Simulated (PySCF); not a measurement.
Input of an EPR job (settings, then geometry in Å):

```
{"job": {"kind": "epr", "basis": "pcH-1"}, "charge": 0, "multiplicity": 2}
C      1.736108    -0.069614     0.040195
C      0.254050     0.070156    -0.003772
C     -0.458820     1.106814    -0.565216
O     -1.820065     0.905524    -0.409261
N     -1.961974    -0.277223     0.353077
C     -0.676777    -0.812822     0.516882
H      2.013888    -1.119791     0.080940
H      2.132519     0.423489     0.927001
H      2.189053     0.388084    -0.835568
H     -0.175356     1.993842    -1.086682
H     -2.678059    -0.866680    -0.071160
H     -0.553367    -1.742465     1.027537
```

Computed, not measured: PySCF 2.14.0, UKS B3LYP, pcH-1 on C H N O, non-relativistic, mean-field spin-orbit, GIAO. Geometry: GFN2-xTB; no solvent, vibrations or thermal averaging. The geometry wasn't refined by DFT: couplings that depend on bond lengths, twists or pyramidal angles can differ widely from those at the functional's own minimum.

Output of the driver script. Atoms in this output count from 0.

```
UKS, coarse grid
  cycle   1  E = -285.85278679  |g| = 3.74e-01
  cycle   2  E = -285.80094023  |g| = 5.38e-01
  cycle   3  E = -285.90725355  |g| = 1.10e-01
  cycle   4  E = -285.91129407  |g| = 4.52e-02
  cycle   5  E = -285.91226627  |g| = 1.43e-02
  cycle   6  E = -285.91238401  |g| = 5.56e-03
  cycle   7  E = -285.91241251  |g| = 1.79e-03
  cycle   8  E = -285.91241871  |g| = 1.06e-03
  cycle   9  E = -285.91242011  |g| = 3.36e-04
UKS, final grid
  cycle   1  E = -285.91240388  |g| = 4.60e-04
  cycle   2  E = -285.91240376  |g| = 7.40e-04
  cycle   3  E = -285.91240398  |g| = 5.70e-05
  cycle   4  E = -285.91240398  |g| = 2.32e-05
E = -285.91240398 Eh   <S^2> = 0.7685 (exact 0.7500)
g shifts (ppm)      1          2          3
  rmc          -215       -215       -215
  gc             -4         25         30
  oz_so         -96       1819       2464
  total        -315       1629       2278
hyperfine (MHz)  atom isotope    a_iso     a_fc   dipolar eigenvalues
    0   13C       4.13       4.13     -0.81      0.06      0.75
    1   13C     -37.95     -37.95    -24.49     11.82     12.67
    2   13C      43.32      43.32    -41.76    -39.60     81.36
    3   17O     -28.12     -28.12    -67.18     32.76     34.42
    4   14N      33.32      33.32     -9.64     -8.93     18.57
    5   13C      40.98      40.98    -41.95    -39.79     81.74
    6    1H      -5.97      -5.97     -1.62     -1.37      2.98
    7    1H     -18.42     -18.42     -1.80     -0.56      2.36
    8    1H      -6.63      -6.63     -1.62     -1.30      2.92
    9    1H     -36.21     -36.21    -20.58     -0.16     20.74
   10    1H      87.38      87.38     -9.25     -6.86     16.11
   11    1H     -35.00     -35.00    -20.67     -0.05     20.72
```

|g| in the SCF lines is the orbital gradient. In the g block, columns 1 to 3 are the principal axes in rising order; rmc is the relativistic mass correction, gc the gauge correction and oz_so the orbital-Zeeman/spin–orbit term. a_fc is the Fermi-contact part of a_iso, here all of it, since this run has no spin–orbit term in the hyperfine coupling.

Q: Is the state sound, as far as the log shows?

A: The SCF converged after 13 cycles in all, 9 of them on the coarse grid; no stability test was run. The unrestricted determinant has ⟨S²⟩ = 0.7685 (exact 0.7500), 2.5 % above the value of a pure doublet state.

Q: What are the principal g values and g_iso?

A: Adding the total shifts to 2.002319 gives 2.00200, 2.00395, 2.00460; their mean shift is 1197 ppm, so g_iso = 2.00352.

Q: Which couplings shape the isotropic spectrum at natural abundance (0.05 mT or more)? Keep the log's numbering.

A: atom 10 (1H, I = 1/2): 87.4 MHz = 3.12 mT in magnitude, a 1:1 doublet; atom 9 (1H, I = 1/2): -36.2 MHz = 1.29 mT in magnitude, a 1:1 doublet; atom 11 (1H, I = 1/2): -35.0 MHz = 1.25 mT in magnitude, a 1:1 doublet; atom 4 (14N, I = 1): 33.3 MHz = 1.19 mT in magnitude, a 1:1:1 triplet; atoms 6, 7, 8 (1H, I = 1/2): mean -10.3 MHz = 0.37 mT in magnitude, a 1:3:3:1 quartet. Together 96 lines to first order. Means are taken over nuclei equivalent by connectivity, which assumes that they swap fast. The three 1H nuclei of mean -10.3 MHz run from -18.4 to -6.0 MHz in the frozen geometry.

Q: What are the principal values of the full tensor of atom 2 (13C)?

A: a_iso plus each dipolar eigenvalue: 1.56, 3.73, 124.69 MHz.

The species is `CC1=CON[CH]1` [radical]. The run used 210 basis functions and 6 iterations of the response equations. C6, the radical centre as drawn in `CC1=CON[CH]1`, holds a spin population of +0.48 out of 1.
Labels such as C1 count atoms from 1, the log's own numbers from 0.
